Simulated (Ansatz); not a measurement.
Corundum Cr2O3 was calculated with PBE (Ansatz, a program for electronic structure, plane waves, PAW).

Numerical settings: plane-wave cutoff 520 eV, 8×8×8 k mesh, Fermi–Dirac smearing 0.01 eV, spin-polarised with opposed moments, scalar-relativistic PAW data made under PBE.

The cell is scaled about its equilibrium volume:

Shape and atoms are relaxed at each volume.

```
V (Å³/atom)  P (GPa)  direct gap at Γ (eV)  smallest gap on the k mesh (eV)   c (Å)
-----------  -------  --------------------  -------------------------------  ------
9.329           9.11                 1.779                            1.573  13.682
9.524           4.34                 1.823                            1.599  13.742
9.718           0.00                 1.841                            1.613  13.808
9.912          -3.93                 1.837                            1.598  13.878
10.107         -7.47                 1.821                            1.581  13.947
```

The fundamental gap (1.60 eV at the equilibrium volume, with added k points) lies elsewhere than Γ–Γ.

Measured, for comparison: band gap 3.3 ± 0.1 eV (temperature not stated, not corrected to a static lattice, middle of the range; as tabulated in Medasani et al. (2019), arXiv:1904.04625).

Note: without U or exact exchange, gaps and moments of open d shells tend to come out too small; the bulk modulus comes from volumes at which shape and atoms were relaxed.
